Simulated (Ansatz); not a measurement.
Two structures, one formula

The two ends of one reaction step of CH₇AlO, closed shell (PBE0-D4/def2-TZVP).

A:

| atom | x (Å) | y (Å) | z (Å) |
| --- | --- | --- | --- |
| Al1 | -0.9514 | 0.1327 | -1.2589 |
| H2 | -0.2470 | 0.6860 | -2.5851 |
| H3 | -1.4475 | -1.3840 | -1.1898 |
| H4 | -1.7522 | 1.1921 | -0.3583 |
| H5 | 1.3308 | 0.6978 | -0.3621 |
| O6 | 0.7129 | -0.0174 | -0.1804 |
| C7 | 0.6148 | -0.2671 | 1.2281 |
| H8 | -0.0409 | -1.1287 | 1.3377 |
| H9 | 0.1794 | 0.5919 | 1.7412 |
| H10 | 1.6012 | -0.5032 | 1.6275 |

B:

```csv
atom,x (Å),y (Å),z (Å)
Al1,-0.9719,-0.2769,-0.8169
H2,0.4267,1.3114,-1.9414
H3,-1.2108,-1.2352,-2.0470
H4,-1.7798,1.0617,-0.5474
H5,0.6950,0.6832,-2.2586
O6,0.1159,-0.8233,0.3553
C7,0.5784,-0.2871,1.5582
H8,0.4209,-1.0004,2.3742
H9,0.0721,0.6499,1.8267
H10,1.6535,-0.0835,1.4967
```

Program: Ansatz 0.2.0. Basis: def2-TZVPP. Cores are frozen in the correlated methods. B3LYP uses VWN-RPA correlation.

(1) Which structure is lower at CCSD(T), and by how much? (An estimate is asked for; the value comes from the calculation.)

The T1 diagnostic stays at or below 0.012.

## Answers

(1) By the calculation: B, by 0.244 eV (electronic energy, against the other). By their contacts, A is CH₇AlO ([CH3][OH][AlH3]) and B is a complex of CH₅AlO ([CH3][O][AlH2]) + H₂.

All methods give the same order:

| method | E(B) − E(A) (eV) |
| --- | --- |
| SPW92 | -0.169 |
| PBE-D4 | -0.301 |
| BLYP-D4 | -0.394 |
| r2SCAN-D4 | -0.286 |
| B97M-V | -0.139 |
| PBE0-D4 | -0.222 |
| B3LYP-D4 | -0.319 |
| r2SCAN0-D4 | -0.231 |
| BHLYP-D4 | -0.235 |
| CAM-B3LYP-D4 | -0.263 |
| wB97X-V | -0.232 |
| wB97M-V | -0.257 |
| B2PLYP | -0.319 |
| PBE-QIDH | -0.222 |
| RPA on PBE | -0.238 |
| HF | -0.168 |
| MP2 | -0.320 |
| CCSD | -0.225 |
| CCSD(T) | -0.244 |

Labels in which every atom is bracketed show which atoms are joined, not bond orders.

For scale, one of the runs: CCSD(T)/def2-TZVPP, 202 basis functions, launched by `ansatz run in.yaml --threads 2 --pin off --events-out ev --progress --plain --max-ram 4352MiB`. Hardware: 2 CPU threads of an Arm Neoverse V1, shared host. Wall time 50 s; peak host memory 2.5 GiB.
